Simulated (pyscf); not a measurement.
## 1,1-elimination: `[Cl][InH][Cl]` → `[ClH]` + `[Cl][In]` [singlet]

Gas phase, singlet surface, charge 0. Bonds broken: Cl1–In2, In2–H4. Bonds formed: Cl1–H4. Structures and frequencies: ωB97X-D3(BJ)/def2-SVP in PySCF. Correlated levels are frozen-core, on RHF or UHF. ΔMP2 is the change of the MP2 total energy from the triple- to the quadruple-zeta basis.

Transition state (Å):

```xyz
4

Cl    -1.4377     0.8781    -0.0198
In     0.9300    -0.0738    -0.5644
Cl     2.3986    -0.1663     1.2323
H     -0.5241     0.2182    -1.4862
```

One imaginary mode, 1199i cm⁻¹; descent along it reached the two sides named, in the forms told below.

```
bond     change  reactant side (Å)  saddle  product side
-------  ------  -----------------  ------  ------------
Cl1–In2  breaks              2.326     2.6           3.2
In2–H4   breaks              1.697   1.746           3.8
Cl1–H4    forms                3.6   1.849         1.286
```

Electronic energies relative to the reactant's lowest minimum found (kcal/mol):

| level | barrier | reaction energy | reverse barrier |
|---|---|---|---|
| ωB97X-D3(BJ)/def2-TZVP | 47.9 | +13.5 | 34.3 |
| PBE/def2-TZVP | 31.7 | +4.3 | 27.4 |
| r²SCAN/def2-TZVP | 36.8 | +9.7 | 27.1 |
| B3LYP-D3(BJ)/def2-TZVP | 37.4 | +3.4 | 34.0 |
| PBE0-D3(BJ)/def2-TZVP | 39.3 | +8.4 | 30.9 |
| M06-2X/def2-TZVP | 43.9 | +10.2 | 33.7 |
| ωB97M-D3(BJ)/def2-TZVP | 44.7 | +7.7 | 37.0 |
| HF/def2-TZVP | 59.6 | +9.1 | 50.5 |
| MP2/def2-QZVPP | 41.8 | +5.8 | 35.9 |
| CCSD/def2-TZVPP | 46.9 | +6.2 | 40.7 |
| CCSD(T)/def2-TZVPP | 43.8 | +6.9 | 36.9 |
| CCSD(T)/def2-TZVPP + ΔMP2(QZVPP) | 42.7 | +6.8 | 36.0 |

With CCSD(T)/def2-TZVPP + ΔMP2(QZVPP) energies and thermal terms (ideal gas, 1 atm, RRHO with modes under 100 cm⁻¹ raised to 100, one conformer, R ln 2 for rigid chiral ones), in kcal/mol:

```csv
T (K),ΔH‡,ΔG‡,ΔH,ΔG
298,41.4,41.0,+7.1,-1.6
600,41.0,40.6,+6.8,-10.3
900,40.5,40.6,+6.2,-18.8
1200,40.0,40.7,+5.4,-27.0
```

On the product side the descent ends in a complex, 4.2 kcal/mol under the separated species and 38.5 kcal/mol under the saddle at ωB97X-D3(BJ)/def2-TZVP. This is the saddle that the search found; another between the same sides may lie lower. The CCSD(T) − MP2 part came from Ansatz, without density fitting, on the same reference. The frozen core leaves the outer d or s,p core shells of the metals and heavy elements correlated in the MP2 and CC values, and def2-TZVPP describes them poorly, which can shift differences by a few kcal/mol. Elements past Kr carry the def2 core potentials, without spin-orbit coupling.
